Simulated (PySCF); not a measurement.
methylamine (CH₅N), SMILES NC. Geometry: PBE0-D3(BJ)/def2-TZVP.

TDA-CAM-B3LYP/def2-TZVPD run with PySCF 2.14.0 puts the lowest singlet excitations at 5.88, 7.04, 7.51, 8.19, 8.65, 8.90 eV.

Q: What are the lowest excitation roots from ADC(2)/aug-cc-pVDZ (PySCF)? (The exact figures need the calculation; the answer reports its results.)

A: 5.48, 6.52, 6.57, 6.97, 7.71, 7.86 eV. S1 differs by -0.40 eV (second minus first; roots are paired by order, and the bases may differ).
